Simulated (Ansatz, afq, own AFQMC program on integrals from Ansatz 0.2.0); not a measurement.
Integrals from Ansatz 0.2.0, then the random walk in our own AFQMC program (afq).

```yaml
crystal:
  periodic: [false, false, false]
  atoms:
    - {symbol: C, position_ang: [-0.641873, 1.391362, -0.914494]}
    - {symbol: C, position_ang: [-0.412882, -0.063188, -0.721458]}
    - {symbol: C, position_ang: [0.642108, -0.787362, -1.475088]}
    - {symbol: H, position_ang: [0.308018, 1.954302, -0.933877]}
    - {symbol: H, position_ang: [-1.145599, 1.610722, -1.879764]}
    - {symbol: H, position_ang: [-1.275702, 1.820089, -0.123408]}
    - {symbol: H, position_ang: [-1.179436, -0.648452, -0.202936]}
    - {symbol: H, position_ang: [0.850376, -1.779804, -1.047178]}
    - {symbol: H, position_ang: [0.359494, -0.951587, -2.536582]}
    - {symbol: H, position_ang: [1.588996, -0.219581, -1.498115]}
basis:
  gaussian: {orbitals: def2-SVP}
magnetization: {spin_polarized: true, initial_magnetization: 1}
correlation: {method: ccsd_t, electrons: outside_noble_gas, hamiltonian_folder: ham}
```

```sh
$ ansatz run in.yaml --threads 1 --pin off --events-out ev --progress --plain --max-ram 16896MiB --backend cuda --devices 0, --max-vram 18GiB
```

Options of the walk:

```
--method free --trial cisd --walkers 3700 --time-step 0.03 --max-blocks 4000 --target-error 0.00031 --factor-cut 1e-05 --seed 5318 --times 0,0.21,0.42,0.81,1.2,1.8,2.4,3 --taylor-order 8
```

Times are imaginary, in 1/Eh. The walk had a cap of 186 s.

Log:

```
orbitals 74  electrons 10 9  factors 629 of 804
reference energy -117.55391591 Eh
CCSD correlation -0.45959754 Eh in 10 cycles, weight of the determinant in the CISD state 0.8468
repeat  energy at the last time / Eh  error
    10  -118.027840  0.000445
    20  -118.027686  0.000435
time / (1/Eh)  energy / Eh  error  mean overlap
  0.00  -118.013453  0.000080  1.1808
  0.21  -118.021033  0.000096  1.1781
  0.42  -118.024122  0.000100  1.1778
  0.81  -118.025999  0.000203  1.1807
  1.20  -118.026795  0.000170  1.1801
  1.80  -118.027420  0.000197  1.1792
  2.40  -118.027415  0.000355  1.1878
  3.00  -118.027568  0.000416  1.1966
energy -118.027568 +/- 0.000416 Eh
```

The run passed its tests (error under three times the target), which doesn't prove that it has relaxed, ending at its cap on processor time.

Against this walk (error 11.3 meV) on the same determinant: CCSD(T) 49.7 meV higher. The error is statistical, and a free projection of finite length keeps a remainder of its start. None of these is a sure reference here.

Cautions: remainder of the start not in the error; error above the target (11.3 against 8.4 meV).

The walk took 3.2 min on 1 × NVIDIA H100 80GB HBM3 with 2 threads of AMD EPYC 7R13 Processor (Zen 3), on a shared host (the card was shared). The log's last line is the free-projection energy.
